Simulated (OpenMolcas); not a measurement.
# SiNH5O (SMILES N[SiH2]O): HF/6-311++G(2d,2p) (RICD fitting)

Aim: the vertical electron affinity of SiNH5O at HF/6-311++G(2d,2p) (RICD fitting), from 2 runs. 

Program for the calculation: OpenMolcas 26.06.

5 further runs of the same task are left out: 5 set aside as unsound or not needed.

**1. The system as given**

SiNH5O has 8 atoms, charge 0, and is taken as a singlet. As SMILES, `N[SiH2]O`. The shape is that of a GFN2-xTB optimisation. This is one conformer, not always the lowest.

Bond lengths: N1–Si2 1.717 Å, Si2–O3 1.637 Å, N1–H4 1.007 Å, N1–H5 1.007 Å, Si2–H6 1.461 Å, Si2–H7 1.461 Å, O3–H8 0.952 Å. Angles: N1–Si2–O3 110.4°, N1–Si2–H6 106.7°, N1–Si2–H7 106.7°, O3–Si2–H6 109.7°, O3–Si2–H7 109.6°, Si2–N1–H4 118.2°, Si2–N1–H5 118.2°, Si2–O3–H8 121.6°, H6–Si2–H7 113.7°, H4–N1–H5 109.2°.

**2. Energy and gradient at HF/6-311++G(2d,2p) (RICD fitting)**

Contents of mol.input:

```
* H5NOSi Hartree-Fock

&gateway
  baslib
  $CurrDir
  coord
  8
  angstrom
  N       -0.842420       0.740220      -0.764180
  Si       0.472990       0.124020       0.150980
  O        0.110280      -1.357500       0.745430
  H       -1.079680       0.277190      -1.626710
  H       -1.688450       0.985350      -0.275800
  H        0.690110       1.056290       1.254080
  H        1.608210       0.021470      -0.762180
  H        0.728970      -1.847050       1.278380
  basis
  6-311ppG2d2p
  group
  NoSym
  ricd

&seward

&scf
  prorbitals
  1

&alaska
```

The basis set 6-311++G(2d,2p) is read from a file made from the Basis Set Exchange's data (not shown).

Started as:

```
$ export MOLCAS_MEM=1860
$ pymolcas mol.input > mol.log
```

Log:

```text
--- Start Module: gateway ---
[...]
--- Stop Module: gateway /rc=_RC_ALL_IS_WELL_ ---
[...]
      Basis functions          139
[...]
--- Start Module: scf ---
[...]
       Convergence after  11 Iterations
[...]
::    Total SCF energy                               -421.2913764679
[...]
      Total spin, S                                     0.0000000000
[...]
      Total electronic charge=   34.000000
      Total            charge=   -0.000000
[...]
      Dipole Moment (debye):
      Origin of the operator (angstrom)=    0.0549   -0.1171    0.0843
                   X=  2.8081E-01               Y= -6.4790E-01               Z=  4.7244E-01           Total=  8.4961E-01
      Quadrupole Moment (debye*angstrom):
[...]
--- Stop Module: scf /rc=_RC_ALL_IS_WELL_ ---
[...]
--- Start Module: alaska ---
[...]
 *              Molecular gradients               *
 **************************************************
  Irreducible representation: a
 ------------------------------------------------------------------------------------------
                              X                       Y                       Z
 ------------------------------------------------------------------------------------------
  N1                8.22633411876961E-03    5.43143295776538E-03    9.16436631744233E-04
  SI2               1.50780624322433E-02   -6.52359808537284E-05    6.94989493059062E-03
  O3               -1.12909477520717E-02    9.78471043075935E-03   -1.01980716503904E-02
  H4               -3.11328073486927E-03   -5.58611591454672E-03   -9.35251327541842E-03
  H5               -9.67207156738459E-03    2.18993935053202E-03    5.28755977057216E-03
  H6               -3.94835317189446E-03   -1.81352124248546E-03   -3.02407369115887E-03
  H7               -5.30688204602070E-03   -2.50098054759812E-04   -1.40767367224903E-04
  H8                1.00271387211848E-02   -9.69111154640778E-03    9.56153465128429E-03
[...]
--- Stop Module: alaska /rc=_RC_ALL_IS_WELL_ ---
[...]
```

Run time: 8.1 s. Hardware: 1 thread of Arm Neoverse V1, shared host; peak memory 0.25 GiB.

**3. The doublet anion at the same level**

Contents of mol.inp:

```
* H5NOSi Hartree-Fock

&GATEWAY
 BasLib=$CurrDir
 Coord
 8
 angstrom
 N       -0.842420       0.740220      -0.764180
 Si       0.472990       0.124020       0.150980
 O        0.110280      -1.357500       0.745430
 H       -1.079680       0.277190      -1.626710
 H       -1.688450       0.985350      -0.275800
 H        0.690110       1.056290       1.254080
 H        1.608210       0.021470      -0.762180
 H        0.728970      -1.847050       1.278380
 Basis=6-311ppG2d2p
 Group=NoSym
 RICD

&SEWARD

&SCF
 UHF
 Charge=-1
 Spin=2
 PrOrbitals=1

&ALASKA
```

The basis set 6-311++G(2d,2p) is read from a file made from the Basis Set Exchange's data (not shown).

Started as:

```
$ export MOLCAS_MEM=1860
$ pymolcas mol.inp > mol.log
```

Log:

```text
--- Start Module: gateway ---
[...]
--- Stop Module: gateway /rc=_RC_ALL_IS_WELL_ ---
[...]
      Basis functions          139
[...]
--- Start Module: scf ---
[...]
       Convergence after  26 Iterations
[...]
::    Total SCF energy                               -421.2465567794
[...]
      Total spin, S                                     0.5001424734
[...]
      Dipole Moment (debye):
      Origin of the operator (angstrom)=    0.0549   -0.1171    0.0843
                   X= -3.2893E+00               Y=  6.8116E+00               Z= -4.9896E+00           Total=  9.0616E+00
      Center of Charge (angstrom)
[...]
--- Stop Module: scf /rc=_RC_ALL_IS_WELL_ ---
[...]
--- Start Module: alaska ---
[...]
 *              Molecular gradients               *
 **************************************************
  Irreducible representation: a
 ------------------------------------------------------------------------------------------
                              X                       Y                       Z
 ------------------------------------------------------------------------------------------
  N1                1.32388322626191E-02   -1.78635709443942E-03    6.95558118775796E-03
  SI2               1.02650172226149E-02    1.90257111564520E-02   -5.04183314707274E-03
  O3               -4.28620818034320E-03   -5.65700033717143E-03    9.18988676494870E-04
  H4               -2.94544343322833E-03   -4.08594849499000E-03   -1.11390010498083E-02
  H5               -1.01404986059737E-02    4.44253337401745E-03    4.96359183545358E-03
  H6               -4.31479563283477E-03   -4.97293016333966E-03   -1.00463614935586E-03
  H7               -5.32515262094346E-03   -3.80725608957599E-03    1.11322599554997E-03
  H8                3.50824898812907E-03   -3.15875235092289E-03    3.23408265097913E-03
[...]
--- Stop Module: alaska /rc=_RC_ALL_IS_WELL_ ---
[...]
```

It took 21 s on 1 thread of Arm Neoverse V1, shared host; peak memory 0.25 GiB.

**4. What came out**

Level: HF/6-311++G(2d,2p) (RICD fitting).

```
                                         quantity          value
                     singlet SiNH5O: total energy  -421.29138 Eh
                    singlet SiNH5O: dipole moment         0.85 D
                      singlet SiNH5O: HOMO energy      -11.41 eV
                      singlet SiNH5O: LUMO energy        1.25 eV
                    singlet SiNH5O: HOMO–LUMO gap       12.66 eV
         singlet SiNH5O: largest force on an atom     0.930 eV/Å
                      doublet anion: total energy  -421.24656 Eh
doublet anion: HOMO energy (highest over α and β)        1.16 eV
 doublet anion: LUMO energy (lowest over α and β)        3.77 eV
                              doublet anion: ⟨S²⟩          0.750
          doublet anion: largest force on an atom     1.141 eV/Å
vertical electron affinity (to the doublet anion)      -1.220 eV
```

**Reading.** The anion lies 1.22 eV (118 kJ/mol) above the neutral: the electron isn't bound at this level, and such a value depends on the basis. Hartree–Fock misses the correlation that binds many anions. The largest force (singlet SiNH5O) is 0.93 eV/Å: the shape isn't a stationary point for this species at this level. The HOMO (doublet anion) lies at positive energy, 1.16 eV: the electron is unbound at this level or held by a compact basis; values depend on the basis.
